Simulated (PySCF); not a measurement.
hydrogen fluoride cation (FH), SMILES F (connectivity only; charge and spin as stated), charge +1, multiplicity 2.

Geometry optimised at PBE-D3(BJ)/def2-TZVPD. The multiplicity is an assumed one; other spin states were not compared.

These are PBE0/def2-TZVPD run with PySCF values and carry that method's errors.

The molecule is in vacuum.

```json
{
  "total_energy": "-99.80968 hartree",
  "point_group": "C∞v",
  "α spin, highest occupied and lowest empty level": "-26.92 and -9.75 eV",
  "β spin, highest occupied and lowest empty level": "-26.00 and -19.76 eV",
  "dipole_moment_about_the_centre_of_nuclear_charge": "2.40 D",
  "mean_static_polarisability": "3.1 bohr³ (0.45 Å³)",
  "polarisability_principal_values": "2.5, 2.6, 4.1 bohr³",
  "⟨S²⟩": "0.752 (pure state 0.75)"
}
```
